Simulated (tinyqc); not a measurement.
Hueckel theory of the pi electrons, for the molecule c1c[cH+]1 (SMILES; centres numbered as the heavy atoms are written), step by step. One step of it, computed by the program tinyqc.

Problem. Energy, charges, bond orders. E = sum n x; q_r = z_r - P_rr; bond order p = P_rs; free valence = sqrt(3) - sum of p over the bonds of the atom.

x values: 2.000000  -1.000000  -1.000000

occupations: 2.000000  0.000000  0.000000

charge and bond-order matrix P, lower triangle:
```
,1C,2C,3C
1C,0.666667
2C,0.666667,0.666667
3C,0.666667,0.666667,0.666667
```

Centres:
```
centre,"z_r, pi electrons of the neutral centre",h
1C,1,0.000000
2C,1,0.000000
3C,1,0.000000
```

Bonds:
```
i,j,k
1,2,1
2,3,1
3,1,1
```

Give: pi energy = 2 alpha + this times beta; pi charges; Bond orders and lengths from R = 1.517 - 0.180 p; free valence of the carbons; gap between the highest filled and the next level.

Solution.

pi energy = 2 alpha + this times beta = 4.000

pi charges: 1C 0.333, 2C 0.333, 3C 0.333

Bond orders and lengths from R = 1.517 - 0.180 p (angstrom, C-C alone):
```
bond,p,R
1-2,0.667,1.397
2-3,0.667,1.397
3-1,0.667,1.397
```

free valence of the carbons: 1C 0.399, 2C 0.399, 3C 0.399

gap between the highest filled and the next level = 3.000 |beta|
